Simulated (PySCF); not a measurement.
# Si2 (triplet): basis, grid and Hamiltonian

Which parts of the numerical set-up matter for Si2 (triplet)? Each run edits the base script.

Method: method and basis as typed in the scripts; program: PySCF 2.14.0.

2 further runs of the same task are left out: 2 that didn't finish.

### Step 1. The system as given

Si2 (triplet): 2 atoms, charge 0, spin multiplicity 3.

Bond lengths: Si1–Si2 2.007 Å.

### Step 2. The base run

input.py reads:

```python
from pyscf import gto, dft

mol = gto.M(
    atom='Si 0 0 0; Si 0 0 2.007',
    basis='sbkjc',
    ecp={'Si': 'sbkjc'},
    charge=0,
    spin=2,
    verbose=4,
)
mf = dft.UKS(mol, xc='x3lyp')
mf = mf.density_fit(auxbasis='def2-universal-jkfit')
mf.kernel()
mf.mulliken_pop()
mf.dip_moment()
print('orbital energies (hartree):', [e[max(0, n-3):n+3].round(4) for e, n in zip(mf.mo_energy, mol.nelec)])
```

Run with:

```sh
$ OMP_NUM_THREADS=1 python input.py
```

The log of this run is left out.

In short: E(SCF) = -7.550014 Eh, 7 cycles, ⟨S²⟩ = 2.003, μ = 0.00 D.

The bond length is a typed value, not an optimised one. The triplet is typed in the script; nothing here shows that it is the ground state.

### Step 3. Def2-svp (core potential off)

Edit 1 changes basis set: sbkjc → def2-svp; core potential: on → off. The core potential changes with it: totals don't compare.

input.py reads:

```python
from pyscf import gto, dft

mol = gto.M(
    atom='Si 0 0 0; Si 0 0 2.007',
    basis='def2-svp',
    charge=0,
    spin=2,
    verbose=4,
)
mf = dft.UKS(mol, xc='x3lyp')
mf = mf.density_fit(auxbasis='def2-universal-jkfit')
mf.kernel()
mf.analyze()
print('orbital energies (hartree):', [e[max(0, n-3):n+3].round(4) for e, n in zip(mf.mo_energy, mol.nelec)])
```

Run with:

```sh
$ OMP_NUM_THREADS=1 python input.py
```

### Step 4. 3-21g (core potential off)

Edit 2 changes basis set: sbkjc → 3-21g; core potential: on → off. The core potential changes with it: totals don't compare.

input.py reads:

```python
from pyscf import gto, dft

mol = gto.M(
    atom='Si 0 0 0; Si 0 0 2.007',
    basis='3-21g',
    charge=0,
    spin=2,
    verbose=4,
)
mf = dft.UKS(mol, xc='x3lyp')
mf = mf.density_fit(auxbasis='def2-universal-jkfit')
mf.kernel()
mf.analyze()
print('orbital energies (hartree):', [e[max(0, n-3):n+3].round(4) for e, n in zip(mf.mo_energy, mol.nelec)])
```

### Step 5. Cartesian functions on

Edit 3 changes Cartesian functions: off → on.

Edit input.py of step 2 so:

```diff
@@ -8,2 +8,3 @@
     spin=2,
+    cart=True,
     verbose=4,
```

### Step 6. Cc-pvdz (core potential off)

Edit 4 changes basis set: sbkjc → cc-pvdz; core potential: on → off. The core potential changes with it: totals don't compare.

input.py reads:

```python
from pyscf import gto, dft

mol = gto.M(
    atom='Si 0 0 0; Si 0 0 2.007',
    basis='cc-pvdz',
    charge=0,
    spin=2,
    verbose=4,
)
mf = dft.UKS(mol, xc='x3lyp')
mf = mf.density_fit(auxbasis='def2-universal-jkfit')
mf.kernel()
mf.analyze()
print('orbital energies (hartree):', [e[max(0, n-3):n+3].round(4) for e, n in zip(mf.mo_energy, mol.nelec)])
```

Before running it: what results should come out? Wanted: for each run, E(SCF); from base; gap, α spin.

**Answer**, as computed:

```csv
run,E(SCF) (hartree),from base (eV),cycles,"gap, α spin (eV)",functions
base,-7.550014,0,7,4.28,16
def2-svp (core potential off),-578.609176,not comparable,7,4.22,36
3-21g (core potential off),-575.733333,not comparable,6,4.32,26
Cartesian functions on,-7.550013,0.0000,7,4.28,16
cc-pvdz (core potential off),-578.795331,not comparable,7,4.20,36
```

**Reading.** The SCF energy stays the same, to the digits that matter, with Cartesian functions on. The basis has no d shells, so the Cartesian switch can't act.
